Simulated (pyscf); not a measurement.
Thermochemistry of product channels of `[CH3][C]([F])([F])[F]` on the singlet surface, in eV, from CCSD(T)/def2-TZVPP + ΔMP2(QZVPP) energies (ideal gas, 1 atm, RRHO with modes under 100 cm⁻¹ raised to 100, one conformer, R ln 2 for rigid chiral ones). Single points on ωB97X-D3(BJ)/def2-SVP structures (PySCF, gas phase). MP2 and CC: frozen core, UHF for open shells. ΔMP2 is the change of the MP2 total energy from the triple- to the quadruple-zeta basis.

| products | ΔE | ΔH(298 K) | ΔG(298 K) | ΔG(1200 K) |
|---|---|---|---|---|
| `[CH2]=[C]([F])[F]` + `[FH]` | … | +1.34 | +0.87 | … |
| `[F][CH2][CH]([F])[F]` | +0.84 | +0.88 | +0.83 | +0.70 |

Question: Some entries are withheld; supply them.

Answer: 
- `[CH2]=[C]([F])[F]` + `[FH]`, ΔE: +1.46
- `[CH2]=[C]([F])[F]` + `[FH]`, ΔG(1200 K): -0.58

The channel to H₂C=C(F)–F + HF turns favourable between 298 and 1200 K (ΔG from +0.87 eV to -0.58 eV).

These are energies of the channels, which say nothing of barriers. The CCSD(T) − MP2 part came from Ansatz, without density fitting, on the same reference.
